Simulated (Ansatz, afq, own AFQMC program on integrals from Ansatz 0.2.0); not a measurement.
# Where AFQMC and coupled cluster stand for SnH4, singlet

```xyz
5

Sn   -0.0030    0.0030    0.0029
H     0.9758    0.9901    0.9881
H    -0.9919   -0.9769    0.9852
H    -0.9814    0.9832   -0.9895
H     1.3478   -1.3463   -1.3292
```

Basis def2-SVP with its core potentials. Only valence electrons are correlated. AFQMC by an in-house program on the Cholesky factors that Ansatz 0.2.0 writes for its CCSD(T) run. ph-AFQMC/CISD is guided by a CISD state made of CCSD amplitudes; releasing the constraint for a short imaginary time cuts its bias at the price of noise, slowly where states lie close. Error bars are statistical, one sigma. No spin–orbit coupling.

Determinant: RHF, the one that the program's search chose, which needn't be the lowest solution. The geometry is a point of a scan.

No full CI on the walks' own integrals is used here; CCSDT(Q) serves as the reference and is uncertain by about the last step of the cluster series.

Cautions: no spin-orbit coupling; inner d shell frozen.

* T1 diagnostic: 0.0156
* weight of the determinant in the CISD state: 0.895
* size of the correlated space: 8 electrons in 37 orbitals

```
  level  correlation energy (eV)
    MP2                  -2.8407
   CCSD                  -3.7543
CCSD(T)                  -3.8315
```

(1) Estimate where phaseless AFQMC with the Hartree–Fock trial lies against CCSD(T) on the same integrals.

(1) 1.21 ± 2.03 mEh below CCSD(T). The gap is under twice the noise, so this walk alone can't tell the two apart.

Reference: CCSDT(Q), correlation energy -3.857 eV. The released energy is read at 2.40 1/Eh (meV from the phaseless value at times in 1/Eh: 6 ± 6 at 0.24, -1 ± 7 at 0.51, -4 ± 6 at 0.99, -6 ± 7 at 1.62, -4 ± 6 at 2.40).

```json
{"level": "CCSD(T)", "E − E(reference) (mEh)": "0.93", "share of correlation (%)": "99.34"}
{"level": "CCSDT", "E − E(reference) (mEh)": "0.10", "share of correlation (%)": "99.93"}
{"level": "ph-AFQMC/HF", "E − E(reference) (mEh)": "-0.28 ± 2.03", "share of correlation (%)": "100.20"}
{"level": "ph-AFQMC/CISD", "E − E(reference) (mEh)": "0.35 ± 0.24", "share of correlation (%)": "99.75"}
{"level": "released AFQMC", "E − E(reference) (mEh)": "0.22 ± 0.24", "share of correlation (%)": "99.84"}
```

A walk keeps the symmetry of its determinant, which the program's search chose and which needn't be the lowest solution, so a lower state of the same spin and another symmetry isn't excluded. Released energies are given only where the last usable release times agree within the noise; a slower fall can still hide under it.
